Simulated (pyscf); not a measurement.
`[CH]=[C]=[NH]` [doublet] + `[H][H]` → `[CH2][C]#[N]` [doublet] + `[H][H]`, a concerted two-bond exchange (doublet surface; H–N, H–H broken, C–H, H–H formed). Optimised with ωB97X-D3(BJ)/def2-SVP in PySCF. Energies in kJ/mol from the separated reactants.

AM1 to PM7: differences of heats of formation from MOPAC, which are fitted to 298 K values and so differ in kind from electronic energies by zero-point and thermal terms. Open shells are spin-unrestricted. 

Q: In single points PM3 puts the saddle at 244.2 kJ/mol and the reaction energy at -107.7 kJ/mol. Should these be trusted to within a few kcal/mol? Compare with ωB97M-D3(BJ)/def2-TZVP.

A: ωB97M-D3(BJ)/def2-TZVP gives ΔE‡ = 142.5 kJ/mol and ΔE = -132.2 kJ/mol. PM3 lies 101.7 kJ/mol over it in the barrier and 24.5 kJ/mol over it in the reaction energy, so on this step it does not hold to within 12.6 kJ/mol. ωB97M-D3(BJ)/def2-TZVP has limits of its own. One saddle was located; it need not be the lowest between these sides.
